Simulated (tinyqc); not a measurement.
Inside a calculation. Method: CIS on RHF in the sto-6g basis, for BH2+, spin multiplicity 1. One step of it, computed by the program tinyqc.

Task: CIS matrix, triplets. A(ia,jb) = (e_a - e_i) d_ij d_ab - (ij|ab).

orbital energies (hartree): MO1 -8.039759, MO2 -0.964752, MO3 -0.810403, MO4 -0.247425, MO5 -0.167739, MO6 0.235148, MO7 0.256185

Two-electron integrals over orbitals (pq|rs), unique and non-zero (hartree):
```
(11|11) 2.903556    (21|11) -0.258568   (21|21) 0.037485    (22|11) 0.620683
(22|21) -0.007996   (22|22) 0.474923    (31|31) 0.009075    (32|31) 0.014465
(32|32) 0.139077    (33|11) 0.555820    (33|21) -0.003060   (33|22) 0.463496
(33|33) 0.479440    (41|11) 0.155591    (41|21) -0.019910   (41|22) 0.014149
(41|33) 0.006503    (41|41) 0.028079    (42|11) -0.081956   (42|21) 0.007240
(42|22) 0.023169    (42|33) 0.018095    (42|41) 0.011866    (42|42) 0.068383
(43|31) -0.002758   (43|32) 0.022938    (43|43) 0.032057    (44|11) 0.704683
(44|21) -0.012365   (44|22) 0.436110    (44|33) 0.423617    (44|41) -0.010467
(44|42) -0.073488   (44|44) 0.576855    (51|51) 0.021992    (52|51) 0.021620
(52|52) 0.073853    (53|53) 0.018906    (54|51) -0.012494   (54|52) -0.033614
(54|54) 0.044415    (55|11) 0.743132    (55|21) -0.009081   (55|22) 0.469851
(55|33) 0.436722    (55|41) 0.005071    (55|42) -0.040170   (55|44) 0.506495
(55|55) 0.587109    (61|11) -0.200367   (61|21) 0.031521    (61|22) -0.000581
(61|33) 0.000260    (61|41) -0.006106   (61|42) 0.014531    (61|44) -0.018486
(61|55) -0.005206   (61|61) 0.033089    (62|11) 0.205655    (62|21) -0.006610
(62|22) 0.053849    (62|33) 0.016076    (62|41) 0.014108    (62|42) -0.005541
(62|44) 0.057228    (62|55) 0.101788    (62|61) 0.001407    (62|62) 0.088917
(63|31) 0.001368    (63|32) -0.063471   (63|43) -0.026896   (63|63) 0.073718
(64|11) 0.086184    (64|21) 0.000436    (64|22) 0.022286    (64|33) 0.001980
(64|41) 0.002948    (64|42) -0.008651   (64|44) 0.047657    (64|55) 0.042112
(64|61) 0.002782    (64|62) 0.046470    (64|64) 0.033148    (65|51) 0.016116
(65|52) 0.049631    (65|54) -0.012319   (65|65) 0.041468    (66|11) 0.621571
(66|21) -0.007003   (66|22) 0.483169    (66|33) 0.471472    (66|41) 0.022411
(66|42) 0.054457    (66|44) 0.410381    (66|55) 0.450535    (66|61) 0.005851
(66|62) 0.040086    (66|64) 0.014205    (66|66) 0.533875    (71|31) 0.013491
(71|32) 0.019146    (71|43) -0.004523   (71|63) 0.002104    (71|71) 0.020171
(72|31) 0.007612    (72|32) -0.017645   (72|43) -0.033640   (72|63) 0.051224
(72|71) 0.010856    (72|72) 0.054652    (73|11) 0.216844    (73|21) -0.006044
(73|22) 0.034078    (73|33) 0.021829    (73|41) -0.000941   (73|42) -0.056513
(73|44) 0.101153    (73|55) 0.105754    (73|61) -0.006630   (73|62) 0.070263
(73|64) 0.040628    (73|66) -0.008220   (73|73) 0.111178    (74|31) -0.009137
(74|32) -0.071606   (74|43) 0.004305    (74|63) 0.039235    (74|71) -0.012957
(74|72) 0.004378    (74|74) 0.057860    (75|53) 0.016316    (75|75) 0.017903
(76|31) 0.009417    (76|32) 0.113662    (76|43) 0.036655    (76|63) -0.076824
(76|71) 0.012437    (76|72) -0.043609   (76|74) -0.057254   (76|76) 0.121069
(77|11) 0.635076    (77|21) -0.008017   (77|22) 0.460839    (77|33) 0.477440
(77|41) 0.004374    (77|42) 0.000604    (77|44) 0.454765    (77|55) 0.453624
(77|61) -0.005865   (77|62) 0.014480    (77|64) 0.001256    (77|66) 0.477854
(77|73) 0.031622    (77|77) 0.501730
```

Give: CIS matrix A, triplet.

Result:

CIS matrix A, triplet (hartree):
```
        1>4    1>5     1>6     1>7     2>4    2>5     2>6     2>7
1>4   7.088  0.000  -0.086   0.000   0.012  0.000   0.000   0.000
1>5   0.000  7.129   0.000   0.000   0.000  0.009   0.000   0.000
1>6  -0.086  0.000   7.653   0.000   0.000  0.000   0.007   0.000
1>7   0.000  0.000   0.000   7.661   0.000  0.000   0.000   0.008
2>4   0.012  0.000   0.000   0.000   0.281  0.000  -0.022   0.000
2>5   0.000  0.009   0.000   0.000   0.000  0.327   0.000   0.000
2>6   0.000  0.000   0.007   0.000  -0.022  0.000   0.717   0.000
2>7   0.000  0.000   0.000   0.008   0.000  0.000   0.000   0.760
3>4   0.000  0.000   0.000   0.009   0.000  0.000   0.000   0.072
3>5   0.000  0.000   0.000   0.000   0.000  0.000   0.000   0.000
3>6   0.000  0.000   0.000  -0.009   0.000  0.000   0.000  -0.114
3>7   0.009  0.000  -0.009   0.000   0.072  0.000  -0.114   0.000

        3>4    3>5     3>6     3>7
1>4   0.000  0.000   0.000   0.009
1>5   0.000  0.000   0.000   0.000
1>6   0.000  0.000   0.000  -0.009
1>7   0.009  0.000  -0.009   0.000
2>4   0.000  0.000   0.000   0.072
2>5   0.000  0.000   0.000   0.000
2>6   0.000  0.000   0.000  -0.114
2>7   0.072  0.000  -0.114   0.000
3>4   0.139  0.000  -0.002   0.000
3>5   0.000  0.206   0.000   0.000
3>6  -0.002  0.000   0.574   0.000
3>7   0.000  0.000   0.000   0.589
```
